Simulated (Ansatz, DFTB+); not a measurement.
Ladder of methods for the lattice parameter c of rhombohedral A7 As

Reference value: 10.441 Å (measured, 4 K, zero-point motion not removed; as tabulated in Schiferl, Barrett, J. Appl. Cryst. 2, 30 (1969), as in the American …).

```tsv
level (code)	value (Å)	difference (%)
GFN1-xTB as cut by DFTB+	9.943	-4.77
LDA (Ansatz)	9.989	-4.33
PBE (Ansatz)	10.909	+4.48
PBE-D4 (Ansatz)	10.103	-3.24
r²SCAN+rVV10 (Ansatz)	10.736	+2.83
```

Once the reference is moved by up to 0.50 % (a margin picked here for doubts on the reference and the settings, and for temperature and zero-point motion) and values within 0.17 % count as equal, the nearest can be r²SCAN+rVV10 (+2.83 %) or PBE-D4 (-3.24 %). By the same margin the farthest can be GFN1-xTB as cut by DFTB+ (-4.77 %) or PBE (+4.48 %). Every ranked level misses the reference by more than 2 %.

The reference isn't brought to a static lattice, while the calculations are for one, so the differences are not the levels' errors alone.  GFN1-xTB as cut by DFTB+: the method was fitted mainly to molecules. GFN1-xTB as cut by DFTB+: codes differ in how they cut the long-range tail of xTB's charge interaction in a crystal, so the value belongs to this code. LDA: LDA has no dispersion term either, though it tends to give short spacings of layers, chains or molecules. PBE: for a layered or molecular solid the relaxed cell lies over 5 % above the published volume, where the minimum can be shallow. PBE: the cell comes from a level without a dispersion term, which matters for the spacing of layers, chains or molecules. Cutoffs and k meshes differ between the levels. Ansatz's density-functional and Hartree–Fock values are scalar-relativistic unless marked +SOC, with PAW data made under PBE.

Differences are worked out from the printed values.

Ansatz is a program for electronic structure.
